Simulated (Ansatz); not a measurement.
Molecule: C$_{3}$H$_{3}$ (charge 0, doublet). It need not be the lowest isomer of its formula. SMILES: [CH]1C=C1
Geometry: optimised at B3LYP-D3(BJ)/def2-TZVP (Ansatz, a program for electronic structure).

Parts of the frozen-core correlation energy in cc-pVTZ (Ansatz, hartree). Frozen orbitals: 3; correlated occupied orbitals by spin: 8 and 7; virtual: 121 and 122. UHF or UKS for open shells. Spin-orbit coupling is left out. Non-relativistic.

```json
[
 {"term": "reference (HF)", "value": "-115.23476"},
 {"term": "MP2 opposite-spin", "value": "…"},
 {"term": "MP2 same-spin", "value": "…"},
 {"term": "CCSD correlation", "value": "-0.47029"},
 {"term": "(T)", "value": "…"},
 {"term": "T1 diagnostic", "value": "0.012"},
 {"term": "largest doubles amplitude", "value": "0.068"},
 {"term": "<S^2> of the reference", "value": "0.761"}
]
```

### Question
Fill in the missing entries.

### Answer

- MP2 opposite-spin, value: -0.34091
- MP2 same-spin, value: -0.10818
- (T), value: -0.02311
